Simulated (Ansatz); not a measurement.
Basis-set extrapolation for C₂H₄O₃ (`COC(=O)O`) (PBE0-D4/def2-TZVP geometry, frozen core, Ansatz 0.2.0). Multiplicity 1, RHF reference.

```json
{"": "HF", "def2-TZVPP": "-302.809954", "def2-QZVPP": "-302.823733"}
{"": "MP2 correlation", "def2-TZVPP": "-1.024036", "def2-QZVPP": "-1.102437"}
{"": "CCSD(T) correlation", "def2-TZVPP": "-1.080176", "def2-QZVPP": "not run"}
```

Energies in hartree. Use E(X) = E(∞) + A·exp(−7.88·√X) for Hartree–Fock and E(X) = E(∞) + B·X^(−2.97) for correlation, with X = 3 and 4, and add CCSD(T) minus MP2 of the smaller set to the MP2 limit.

Problem. What is the CCSD(T) energy at the basis-set limit?

Solution. HF limit: -302.823733 + (-0.013779) × 0.13774 = -302.82563. MP2 limit: -1.102437 + (-0.078401) × 0.74074 = -1.16051. Higher-order term: -1.080176 − (-1.024036) = -0.05614. Total: -304.04228 hartree, 4.14 eV below CCSD(T)/def2-TZVPP.
